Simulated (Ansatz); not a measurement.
Geometry optimisation, RKS PBE/STO-3G in Ansatz.

Input file:

```yaml
crystal:
  periodic: [false, false, false]
  atoms:
    - { symbol: F, position_ang: [-0.39537, 0.14653, -0.19903] }
    - { symbol: H, position_ang: [0.39537, -0.14653, 0.19903] }
basis:
  gaussian: { orbitals: STO-3G }
hamiltonian:
  xc: pbe
relax:
  f_tol: 0.02
  max_steps: 40
scf:
  lower_state_search: "off"
```

Run as:

```bash
$ ansatz run input.yaml --threads 1 --pin off --max-ram 2048MiB --backend cpu --events-out ev --progress --plain --runs-dir out
```

Question: Where does it end, and by what steps?

Answer: It converged. Limits of this set-up: minimal basis. After 3 steps the energy has fallen by 0.154 eV; F1 moved furthest, 0.04 Å.

| step | energy less start (eV) | largest force component (eV/Å) | accepted |
| --- | --- | --- | --- |
| 0 | 0.0000 | 3.853 | yes |
| 1 | -0.1508 | 0.481 | yes |
| 2 | -0.1539 | 0.061 | yes |
| 3 | -0.1540 | 0.007 | yes |

```xyz
2
Properties=species:S:1:pos:R:3
F -0.426 0.158 -0.215
H 0.426 -0.158 0.215
```

Whether the end is a true minimum wasn't checked by a vibrational analysis.

The run took 0.43 s on 1 thread of Intel(R) Xeon(R) Processor @ 2.70GHz, with other jobs on the host, peak memory 0.085 GiB.
